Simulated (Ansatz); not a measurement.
Geometry optimisation, RKS PBE-D4/def2-SVP in Ansatz.

input.yaml

```yaml
crystal:
  periodic: [false, false, false]
  atoms:
    - { symbol: Si, position_ang: [-0.07082, 0.146367, 0.181914] }
    - { symbol: "N", position_ang: [-0.011489, 0.039708, 1.980657] }
    - { symbol: H, position_ang: [-0.927625, 0.004995, 2.441363] }
    - { symbol: H, position_ang: [0.542939, 0.779139, 2.426925] }
    - { symbol: H, position_ang: [1.336596, 0.251604, -0.315757] }
    - { symbol: H, position_ang: [-0.807011, 1.382093, -0.296172] }
    - { symbol: H, position_ang: [-0.824979, -1.040261, -0.333383] }
    - { symbol: F, position_ang: [1.337955, -2.208714, 0.739235] }
    - { symbol: H, position_ang: [1.085435, -1.875133, 1.574519] }
basis:
  gaussian: { orbitals: def2-SVP }
hamiltonian:
  xc: pbe
  dispersion: d4
relax:
  f_tol: 0.03
  max_steps: 50
output:
  orbitals: {}
```

Command:

```bash
$ ansatz run input.yaml --threads 1 --pin off --max-ram 2048MiB --backend cpu --events-out ev --progress --plain --runs-dir out
```

Q: Where does it end, and by what steps?

A: It converged. After 7 steps the energy has fallen by 0.266 eV; F8 moved furthest, 0.44 Å.

```json
{"step": "0", "energy less start (eV)": "0.0000", "largest force component (eV/Å)": "0.592", "accepted": "yes"}
{"step": "1", "energy less start (eV)": "-0.1062", "largest force component (eV/Å)": "1.340", "accepted": "yes"}
{"step": "2", "energy less start (eV)": "-0.2329", "largest force component (eV/Å)": "0.495", "accepted": "yes"}
{"step": "3", "energy less start (eV)": "-0.1667", "largest force component (eV/Å)": "1.004", "accepted": "no"}
{"step": "4", "energy less start (eV)": "-0.2631", "largest force component (eV/Å)": "0.145", "accepted": "yes"}
{"step": "5", "energy less start (eV)": "-0.2657", "largest force component (eV/Å)": "0.099", "accepted": "yes"}
{"step": "6", "energy less start (eV)": "-0.2650", "largest force component (eV/Å)": "0.257", "accepted": "no"}
{"step": "7", "energy less start (eV)": "-0.2665", "largest force component (eV/Å)": "0.027", "accepted": "yes"}
```

```xyz
9
Properties=species:S:1:pos:R:3
Si -0.097 0.198 0.107
N 0.078 -0.097 1.862
H -0.801 -0.233 2.374
H 0.638 0.600 2.368
H 1.286 0.309 -0.455
H -0.848 1.471 -0.202
H -0.861 -0.957 -0.457
F 1.349 -2.273 1.170
H 0.917 -1.537 1.631
```

Time of the run: 19 s on 1 thread of Arm Neoverse V1 (shared host), peak memory 0.13 GiB.
